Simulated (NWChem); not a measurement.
System: C3H8O; SMILES CCOC

NWChem input:

```
start job
memory heap 200 mb stack 900 mb global 1100 mb
geometry units angstroms noautoz
  C      0.477379     1.553332     0.154743
  C     -0.613758     0.581148    -0.259763
  O     -0.529009    -0.671918     0.362256
  C      0.477951    -1.501536    -0.125060
  H      0.301917     2.541396    -0.297820
  H      0.488825     1.672121     1.248906
  H      1.476891     1.218505    -0.162449
  H     -1.598110     0.989269     0.020154
  H     -0.617750     0.461706    -1.363976
  H      1.496408    -1.114380     0.072831
  H      0.385834    -1.666137    -1.218221
  H      0.383269    -2.474256     0.378636
end
basis spherical
  * library def2-tzvpd
end
dft
  xc b3lyp
  iterations 150
  semidirect filesize 400000000
  mulliken
end
task dft energy
```

Output (shortened):

```
             Northwest Computational Chemistry Package (NWChem) 7.3.0
             --------------------------------------------------------

 C1  symmetry detected

                             Geometry "geometry" -> ""
                             -------------------------

 Output coordinates in angstroms (scale by  1.889725989 to convert to a.u.)

  No.       Tag          Charge          X              Y              Z
 ---- ---------------- ---------- -------------- -------------- --------------
    1 C                    6.0000     0.47567138     1.55279594     0.13080101
    2 C                    6.0000    -0.61590911     0.57731055    -0.27468289
    3 O                    8.0000    -0.53520720    -0.66793639     0.36337016
    4 C                    6.0000     0.47176321    -1.50536095    -0.11038300
    5 H                    1.0000     0.30328759     2.53535863    -0.33473636
    6 H                    1.0000     0.48404387     1.68538456     1.22340554
    7 H                    1.0000     1.47554532     1.21228498    -0.17911594
    8 H                    1.0000    -1.60038377     0.99061263    -0.00291798
    9 H                    1.0000    -0.61679865     0.44392927    -1.37730582
   10 H                    1.0000     1.49029491    -1.11746992     0.08567564
   11 H                    1.0000     0.38263743    -1.68360778    -1.20165046
   12 H                    1.0000     0.37387805    -2.47147453     0.40527344

 Effective nuclear repulsion energy (a.u.)     135.2348341067

                                 NWChem DFT Module
                                 -----------------

 Summary of "ao basis" -> "ao basis" (spherical)
 ------------------------------------------------------------------------------
       Tag                 Description            Shells   Functions and Types
 ---------------- ------------------------------  ------  ---------------------
 C                         def2-tzvpd               13       37   6s3p3d1f
 O                         def2-tzvpd               14       40   6s4p3d1f
 H                         def2-tzvpd                5        9   3s2p

            General Information
            -------------------
          SCF calculation type: DFT
          Wavefunction type:  closed shell.
          No. of atoms     :    12
          No. of electrons :    34
           Alpha electrons :    17
            Beta electrons :    17
          Charge           :     0
          Spin multiplicity:     1
          Use of symmetry is: off; symmetry adaption is: off
          Maximum number of iterations: 150
          AO basis - number of functions:   223
                     number of shells:    93
          Convergence on energy requested:  1.00D-06
          Convergence on density requested:  1.00D-05
          Convergence on gradient requested:  5.00D-04

              XC Information
              --------------
                         B3LYP Method XC Potential
                     Hartree-Fock (Exact) Exchange  0.200
                        Slater Exchange Functional  0.800 local
                    Becke 1988 Exchange Functional  0.720 non-local
              Lee-Yang-Parr Correlation Functional  0.810
                  VWN I RPA Correlation Functional  0.190 local

             Grid Information
             ----------------
          Grid used for XC integration:  medium
          Radial quadrature: Mura-Knowles
          Angular quadrature: Lebedev.
          Tag              B.-S. Rad. Rad. Pts. Rad. Cut. Ang. Pts.
          ---              ---------- --------- --------- ---------
          C                   0.70       49          12.0       434
          O                   0.60       49          11.0       434
          H                   0.35       45          13.0       434
          Grid pruning is: on
          Number of quadrature shells:   556
          Spatial weights used:  Erf1

      Superposition of Atomic Density Guess
      -------------------------------------

 Sum of atomic energies:        -191.79689506

      Non-variational initial energy
      ------------------------------

 Total energy =    -194.260459
 1-e energy   =    -526.101145
 2-e energy   =     196.605852
 HOMO         =      -0.342629
 LUMO         =       0.041618

------------------------------------------------------------
EAF file 0: "./job.aoints.0" size=1950351360 bytes
------------------------------------------------------------
               write      read    awrite     aread      wait
               -----      ----    ------     -----      ----
     calls:     3720         0         0         0         0
   data(b): 1.95e+09  0.00e+00  0.00e+00  0.00e+00
   time(s): 0.00e+00  0.00e+00  0.00e+00  0.00e+00  0.00e+00
rate(mb/s): 0.00e+00  0.00e+00
------------------------------------------------------------

     ---------------------------------------------
      Total Density - Mulliken Population Analysis
     ---------------------------------------------

    Atom       Charge   Shell Charges
 -----------   ------   -------------------------------------------------------
    1 C    6     6.76   0.86  1.12  0.56  0.67  0.14  0.00  1.27  1.40  0.67  0.01  0.04  0.01  0.00
    2 C    6     5.93   0.86  1.12  0.53  0.66  0.05  0.01  1.10  1.19  0.28  0.03  0.11 -0.02  0.01
    3 O    8     8.48   0.79  1.18  0.59  0.94  0.23  0.01  1.94  2.11  0.63  0.01  0.00  0.03  0.01  0.00
    4 C    6     6.33   0.86  1.12  0.54  0.66  0.09 -0.00  1.14  1.25  0.53  0.02  0.07  0.04  0.01
    5 H    1     0.75   0.24  0.44  0.03  0.02  0.02
    6 H    1     0.81   0.24  0.45  0.08  0.02  0.02
    7 H    1     0.79   0.24  0.45  0.05  0.02  0.02
    8 H    1     0.88   0.25  0.47  0.12  0.02  0.03
    9 H    1     0.81   0.25  0.46  0.07  0.02  0.01
   10 H    1     0.81   0.25  0.46  0.07  0.02  0.01
   11 H    1     0.79   0.25  0.46  0.05  0.02  0.02
   12 H    1     0.85   0.25  0.46  0.09  0.02  0.03

   convergence    iter        energy       DeltaE   RMS-Dens  Diis-err
 ---------------- ----- ----------------- --------- --------- ---------
 d= 0,ls=0.0,diis     1   -194.3646614128 -3.30D+02  7.04D-03  7.16D-01
 d= 0,ls=0.0,diis     2   -194.3830076292 -1.83D-02  1.89D-03  4.66D-01
 d= 0,ls=0.0,diis     3   -194.4131402981 -3.01D-02  7.42D-04  1.53D-01
 d= 0,ls=0.0,diis     4   -194.4249670414 -1.18D-02  1.95D-04  3.47D-03
 d= 0,ls=0.0,diis     5   -194.4253098937 -3.43D-04  6.30D-05  3.12D-04
  Resetting Diis
 d= 0,ls=0.0,diis     6   -194.4253477067 -3.78D-05  1.18D-05  2.11D-06
 d= 0,ls=0.0,diis     7   -194.4253479532 -2.46D-07  3.91D-06  2.17D-07

         Total DFT energy =     -194.425347953166
      One electron energy =     -530.322547830351
           Coulomb energy =      228.551103294902
    Exchange-Corr. energy =      -27.888737524433
 Nuclear repulsion energy =      135.234834106716

 Numeric. integr. density =       33.999972549084

                       DFT Final Molecular Orbital Analysis
                       ------------------------------------

 Vector   15  Occ=2.000000D+00  E=-3.562096D-01
              MO Center=  6.1D-02,  1.8D-01, -3.5D-02, r^2= 3.8D+00
   Bfn.  Coefficient  Atom+Function         Bfn.  Coefficient  Atom+Function
  ----- ------------  ---------------      ----- ------------  ---------------
    45      0.154703   2 C  py              171      0.149969   7 H  s
   180      0.145316   8 H  s               216     -0.143124  12 H  s
   123     -0.140515   4 C  pz               13      0.135803   1 C  px
     8     -0.128879   1 C  py               15     -0.121521   1 C  pz
    14     -0.120775   1 C  py              207      0.114011  11 H  s

 Vector   16  Occ=2.000000D+00  E=-3.146315D-01
              MO Center= -3.6D-01, -2.8D-01,  6.2D-02, r^2= 2.6D+00
   Bfn.  Coefficient  Atom+Function         Bfn.  Coefficient  Atom+Function
  ----- ------------  ---------------      ----- ------------  ---------------
    83      0.253055   3 O  pz               86      0.207031   3 O  pz
    52     -0.187606   2 C  pz               81     -0.187456   3 O  px
    79      0.185771   3 O  s                84     -0.153369   3 O  px
    46     -0.150486   2 C  pz              189      0.146138   9 H  s
   180     -0.133828   8 H  s                89      0.131320   3 O  pz

 Vector   17  Occ=2.000000D+00  E=-2.632308D-01
              MO Center= -2.1D-01, -4.9D-01,  8.6D-02, r^2= 2.1D+00
   Bfn.  Coefficient  Atom+Function         Bfn.  Coefficient  Atom+Function
  ----- ------------  ---------------      ----- ------------  ---------------
     5      0.342292   1 C  s                81      0.268846   3 O  px
    83      0.268692   3 O  pz               84      0.223232   3 O  px
    86      0.223488   3 O  pz               89      0.180889   3 O  pz
    87      0.175091   3 O  px              154     -0.174979   5 H  s
    52     -0.162942   2 C  pz               82      0.162412   3 O  py

 Vector   18  Occ=0.000000D+00  E= 3.840510D-03
              MO Center=  4.3D-01,  1.3D-01, -3.0D-01, r^2= 1.2D+01
   Bfn.  Coefficient  Atom+Function         Bfn.  Coefficient  Atom+Function
  ----- ------------  ---------------      ----- ------------  ---------------
    80      4.240012   3 O  s               119     -3.778621   4 C  s
     5     -2.253926   1 C  s                42     -2.253499   2 C  s
   154      2.176905   5 H  s               120     -1.932700   4 C  s
     6     -1.411286   1 C  s               208      1.215806  11 H  s
   190      1.129120   9 H  s                43     -1.052456   2 C  s

 Vector   19  Occ=0.000000D+00  E= 2.652126D-02
              MO Center=  4.1D-01, -2.5D-01, -3.5D-01, r^2= 1.5D+01
   Bfn.  Coefficient  Atom+Function         Bfn.  Coefficient  Atom+Function
  ----- ------------  ---------------      ----- ------------  ---------------
   120      4.211686   4 C  s               154      3.360380   5 H  s
   217     -3.189156  12 H  s               181      3.104325   8 H  s
     5     -2.918655   1 C  s                43     -2.706151   2 C  s
   119      2.568461   4 C  s                42     -1.578021   2 C  s
     6     -1.446630   1 C  s               128     -1.173317   4 C  py

 Vector   20  Occ=0.000000D+00  E= 3.027693D-02
              MO Center= -1.2D-01,  7.4D-01, -2.8D-01, r^2= 1.2D+01
   Bfn.  Coefficient  Atom+Function         Bfn.  Coefficient  Atom+Function
  ----- ------------  ---------------      ----- ------------  ---------------
    43      5.757845   2 C  s                80     -3.344260   3 O  s
     6     -3.288267   1 C  s               172      2.225563   7 H  s
     5     -1.347259   1 C  s                42      1.300842   2 C  s
   208     -1.235904  11 H  s               190     -1.211000   9 H  s
   163      1.122584   6 H  s               199      1.064248  10 H  s

------------------------------------------------------------
EAF file 0: "./job.aoints.0" size=2262302720 bytes
------------------------------------------------------------
               write      read    awrite     aread      wait
               -----      ----    ------     -----      ----
     calls:     4315         6         0     25884     25884
   data(b): 2.26e+09  3.15e+06  0.00e+00  1.36e+10
   time(s): 0.00e+00  0.00e+00  0.00e+00  0.00e+00  0.00e+00
rate(mb/s): 0.00e+00  0.00e+00
------------------------------------------------------------

     ---------------------------------------------
      Total Density - Mulliken Population Analysis
     ---------------------------------------------

    Atom       Charge   Shell Charges
 -----------   ------   -------------------------------------------------------
    1 C    6     7.00   0.85  1.12  0.52  0.64  0.28  0.00  1.35  1.17  1.00  0.02  0.03  0.02  0.00
    2 C    6     6.06   0.85  1.12  0.52  0.65  0.13  0.01  1.30  1.07  0.35  0.03  0.11 -0.09  0.01
    3 O    8     8.37   0.79  1.18  0.59  0.91  0.34  0.06  1.92  1.90  0.65  0.01  0.00  0.04 -0.01  0.00
    4 C    6     6.67   0.85  1.12  0.53  0.63  0.28 -0.00  1.31  1.10  0.69  0.03  0.07  0.06  0.01
    5 H    1     0.70   0.28  0.49 -0.13  0.02  0.04
    6 H    1     0.75   0.28  0.49 -0.09  0.02  0.05
    7 H    1     0.71   0.28  0.49 -0.12  0.02  0.04
    8 H    1     0.79   0.28  0.51 -0.05  0.02  0.03
    9 H    1     0.74   0.28  0.50 -0.09  0.02  0.03
   10 H    1     0.72   0.28  0.49 -0.08  0.02  0.01
   11 H    1     0.72   0.28  0.50 -0.10  0.02  0.02
   12 H    1     0.77   0.28  0.50 -0.06  0.02  0.03

     -------------------------------------------
      Total Density - Lowdin Population Analysis
     -------------------------------------------

    Atom       Charge   Shell Charges
 -----------   ------   -------------------------------------------------------
    1 C    6     6.09   0.91  1.04  0.33  0.27  0.12  0.07  1.14  1.29  0.45  0.02  0.21  0.22  0.03
    2 C    6     6.30   0.91  1.04  0.32  0.24  0.11  0.07  1.09  1.16  0.38  0.04  0.47  0.40  0.08
    3 O    8     8.19   0.87  1.09  0.50  0.48  0.20  0.08  1.75  1.80  0.69  0.14  0.00  0.09  0.50  0.01
    4 C    6     6.14   0.91  1.04  0.34  0.26  0.12  0.07  1.11  1.20  0.40  0.03  0.36  0.24  0.06
    5 H    1     0.92   0.25  0.34  0.12  0.05  0.16
    6 H    1     0.92   0.25  0.34  0.11  0.05  0.16
    7 H    1     0.93   0.25  0.34  0.11  0.05  0.18
    8 H    1     0.88   0.25  0.33  0.11  0.05  0.14
    9 H    1     0.88   0.25  0.33  0.11  0.05  0.15
   10 H    1     0.92   0.25  0.34  0.11  0.05  0.16
   11 H    1     0.91   0.25  0.34  0.11  0.05  0.16
   12 H    1     0.91   0.25  0.34  0.12  0.05  0.15

     Multipole analysis of the density
     ---------------------------------

     L   x y z        total         alpha         beta         nuclear
     -   - - -        -----         -----         ----         -------
     0   0 0 0     -0.000000    -17.000000    -17.000000     34.000000

     1   1 0 0      0.304773      0.152387      0.152387     -0.000000
     1   0 1 0      0.180557      0.090279      0.090279      0.000000
     1   0 0 1     -0.331725     -0.165862     -0.165862      0.000000

     2   2 0 0    -20.357063    -37.341726    -37.341726     54.326390
     2   1 1 0     -1.315315      0.810268      0.810268     -2.935851
     2   1 0 1      0.442812     -0.528659     -0.528659      1.500129
     2   0 2 0    -18.955134   -109.004209   -109.004209    199.053283
     2   0 1 1      0.326517     -0.961685     -0.961685      2.249887
     2   0 0 2    -20.489955    -22.454713    -22.454713     24.419472
```

Level: B3LYP/def2-TZVPD. Geometry: optimised at PBE0/def2-SVP.
